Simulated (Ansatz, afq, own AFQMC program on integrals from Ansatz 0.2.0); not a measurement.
**AFQMC, coupled cluster and functionals along a coordinate of NH3 + Si, triplet**

```xyz
5

N    -1.7655   -0.0126   -0.0197
H    -2.0627    0.9552   -0.0197
H    -2.0627   -0.4149    0.8606
H    -0.7530   -0.0126   -0.0197
Si    1.0555   -0.0126   -0.0197
```

A hydrogen atom is moved from one rigid fragment to the other; the N1–H4 distance tells how far. The two fragments are held close together, so this isn't a minimum-energy path and the start is a compressed complex. Energies in eV count from this geometry (1.012 Å) at the same level; the start stands on UHF, each point on the determinant named.

Basis cc-pVTZ. Noble-gas cores (and the filled d shells of Ga–Kr and In–Xe) are frozen. Ansatz 0.2.0 and our own AFQMC program on the same integrals; the CISD trial comes from CCSD amplitudes, and released means the phaseless constraint is let go. ± is one standard error of the sampling.

Cautions, each for one point or more: an unrestricted solution with more broken spin lies lower; higher spins were not checked; lower spins were not checked; raised T1 diagnostic; strong correlation; unrestricted determinant slightly spin contaminated; unrestricted determinant spin contaminated.

```json
{"r(N1–H4) / Å": "1.118", "det.": "UHF", "T1": "0.018", "weight": "0.86", "⟨S²⟩": "2.02", "wB97M-V": "0.295", "CCSD": "0.309", "CCSD(T)": "0.282"}
{"r(N1–H4) / Å": "1.170", "det.": "UHF", "T1": "0.020", "weight": "0.86", "⟨S²⟩": "2.02", "wB97M-V": "0.552", "CCSD": "0.569", "CCSD(T)": "0.526"}
{"r(N1–H4) / Å": "1.223", "det.": "UHF", "T1": "0.027", "weight": "0.85", "⟨S²⟩": "2.04", "wB97M-V": "0.862", "CCSD": "0.881", "CCSD(T)": "0.819"}
{"r(N1–H4) / Å": "1.276", "det.": "UHF", "T1": "0.045", "weight": "0.82", "⟨S²⟩": "2.09", "wB97M-V": "1.181", "CCSD": "1.237", "CCSD(T)": "1.145"}
{"r(N1–H4) / Å": "1.381", "det.": "UHF", "T1": "0.054", "weight": "0.80", "⟨S²⟩": "2.22", "wB97M-V": "1.635", "CCSD": "1.745", "CCSD(T)": "1.713"}
```

Problem. Estimate the curve of phaseless AFQMC with a CISD trial, counted from the same start.

Solution. 
```
r(N1–H4) / Å  det.     T1  weight  ⟨S²⟩  ph-AFQMC/CISD
       1.118   UHF  0.018    0.86  2.02  0.289 ± 0.008
       1.170   UHF  0.020    0.86  2.02  0.521 ± 0.009
       1.223   UHF  0.027    0.85  2.04  0.827 ± 0.009
       1.276   UHF  0.045    0.82  2.09  1.135 ± 0.013
       1.381   UHF  0.054    0.80  2.22  1.705 ± 0.008
```

Weight is that of the determinant in the CISD state; at the start T1 is 0.015 and the weight 0.87, and ⟨S²⟩ is 2.02. Largest departures from phaseless AFQMC with a CISD trial: CCSD(T) 0.010 eV at 1.276 (on UHF) (within the noise), wB97M-V -0.070 eV at 1.381, CCSD 0.103 eV at 1.276 (on UHF). The walk's constraint bias lies outside its error bars, so these are departures and not errors. Functionals count only at points shown to share the start's state and spin.

A walk keeps the symmetry of its determinant, which the program's search chose and which needn't be the lowest solution, so a lower state of the same spin and another symmetry isn't excluded.
